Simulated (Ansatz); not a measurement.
Changing the shape of C2H3O, doublet

Program: Ansatz, Gaussian basis, development build. Basis aug-cc-pVDZ, nonrelativistic, 3 orbitals frozen in the corrections; active space CAS(3,3). Restricted Hartree–Fock, then the lowest state-specific CASSCF solution met for each case. Coupled cluster stands on the determinant that it favours, not always the lowest RHF. On stretched bonds single-reference methods can fail or change state. Unlike active orbitals can shift such differences by tenths of an eV, at times by over 1 eV.

Case A:

```json
{"atom": "C", "x (Å)": "0.0000", "y (Å)": "-0.1725", "z (Å)": "-1.1696"}
{"atom": "C", "x (Å)": "0.0000", "y (Å)": "0.4085", "z (Å)": "0.1321"}
{"atom": "O", "x (Å)": "0.0000", "y (Å)": "-0.2652", "z (Å)": "1.1721"}
{"atom": "H", "x (Å)": "0.0000", "y (Å)": "0.4437", "z (Å)": "-2.0639"}
{"atom": "H", "x (Å)": "0.0000", "y (Å)": "-1.2534", "z (Å)": "-1.2700"}
{"atom": "H", "x (Å)": "0.0000", "y (Å)": "1.5153", "z (Å)": "0.1821"}
```

Case B:

```
atom    x (Å)    y (Å)    z (Å)
   C  -0.0007   0.1364  -1.1741
   C  -0.0016  -0.4033   0.1452
   O  -0.0001   0.3027   1.1635
   H  -0.9275   0.3524  -1.6974
   H   0.9458   0.3360  -1.6669
   H  -0.0039  -1.5080   0.2300
```

Energy less that of case A, in eV:

| case | RHF/ROHF | CASSCF | CCSD(T) |
| --- | --- | --- | --- |
| B | +0.450 | +0.511 | +0.561 |

(1) What does SC-NEVPT2 give for these differences?

Answers

(1) B: +0.604 eV (13.9 kcal/mol).
